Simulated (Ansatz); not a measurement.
**C2H4FN: taking an electron away**

The task here is to estimate one member of a computed series from the others.

Program: Ansatz 0.2.0, Gaussian basis. Level of theory: unrestricted cation, the program's frozen cores in correlated methods. These are calculated values, not measurements.

Levels to be run: UKS PBE-D4/def2-TZVPP; UKS r2SCAN-D4/def2-TZVPP; UKS PBE0-D4/def2-TZVPP; UKS B3LYP-D4/def2-TZVPP; UKS wB97X-V/def2-TZVPP; UKS wB97M-V/def2-TZVPP; UKS B2PLYP/def2-TZVPP; UHF-CCSD(T)/def2-TZVPP; UHF-MP2/def2-QZVPP; extrapolation to the limit; then −ε(HOMO) from the neutral's earlier runs with LDA (SPW92), PBE-D4, revPBE-D4, BLYP-D4, r2SCAN-D4, B97M-V, PBE0-D4, B3LYP-D4, r2SCANh-D4, r2SCAN0-D4, HSE06-D4, BHLYP-D4, CAM-B3LYP-D4, LC-ωPBE, ωB97X-V, ωB97M-V.

## The geometry

The geometry comes from an earlier relaxation with PBE0-D4 in a triple-zeta def2 set; it is a stationary point, not always the lowest conformer.

SMILES `CC(=N)F`, 8 atoms, charge 0, spin multiplicity 1.

Atoms are counted from 1 here; the program's logs count them from 0.

Bond lengths: C1–C2 1.488 Å, C1–H5 1.088 Å, C1–H6 1.092 Å, C1–H7 1.092 Å, C2–N3 1.247 Å, C2–F4 1.341 Å, N3–H8 1.015 Å. Angles: C2–C1–H5 111.2°, C2–C1–H6 109.7°, C2–C1–H7 109.7°, H5–C1–H6 109.4°, H5–C1–H7 109.4°, H6–C1–H7 107.3°, C1–C2–N3 132.0°, C1–C2–F4 110.6°, N3–C2–F4 117.4°, C2–N3–H8 110.7°.

Set-up of the first run:

File in.yaml:

```yaml
crystal:
  periodic: [false, false, false]
  atoms:
    - {symbol: C, position_ang: [-0.246744, 0.732412, -0.287282]}
    - {symbol: C, position_ang: [0.491441, -0.429375, 0.278409]}
    - {symbol: N, position_ang: [0.166295, -1.620854, 0.450446]}
    - {symbol: F, position_ang: [1.725795, -0.065302, 0.654014]}
    - {symbol: H, position_ang: [-1.250547, 0.447964, -0.597181]}
    - {symbol: H, position_ang: [-0.308720, 1.527714, 0.458869]}
    - {symbol: H, position_ang: [0.298437, 1.132695, -1.144958]}
    - {symbol: H, position_ang: [-0.783857, -1.782254, 0.131984]}
basis:
  gaussian: {orbitals: def2-TZVPP}
total_charge: 1
magnetization: {spin_polarized: true, initial_magnetization: 1}
hamiltonian: {xc: pbe, dispersion: d4}
```

Among the steps run: Cation, UKS PBE-D4/def2-TZVPP; Cation, UKS r2SCAN-D4/def2-TZVPP; Cation, UKS PBE0-D4/def2-TZVPP; Cation, UKS B3LYP-D4/def2-TZVPP; Cation, UKS wB97X-V/def2-TZVPP; Cation, UKS wB97M-V/def2-TZVPP; Cation, UKS B2PLYP (frozen core)/def2-TZVPP; Cation, UHF-CCSD(T)/def2-TZVPP; Cation, UHF-MP2/def2-QZVPP.

One of the session's tables, all rows but one given; the rest of the session is left out.

For comparison, −ε(HOMO) of the neutral from earlier runs:

```
  functional  −ε(HOMO) (eV)
 LDA (SPW92)           6.93
      PBE-D4           6.81
   revPBE-D4           6.75
     BLYP-D4           6.72
   r2SCAN-D4           7.16
      B97M-V           7.33
     PBE0-D4           8.42
    B3LYP-D4           8.18
  r2SCANh-D4           7.76
  r2SCAN0-D4           8.66
    HSE06-D4           8.01
    BHLYP-D4           9.99
CAM-B3LYP-D4              ?
     LC-ωPBE          11.31
     ωB97X-V          10.95
     ωB97M-V          10.86
```

**Question.** Estimate the row for CAM-B3LYP-D4.

**Answer.** −ε(HOMO) (eV): 9.93. In the column «−ε(HOMO) (eV)» it lies between r2SCAN0-D4 (8.66) and BHLYP-D4 (9.99).
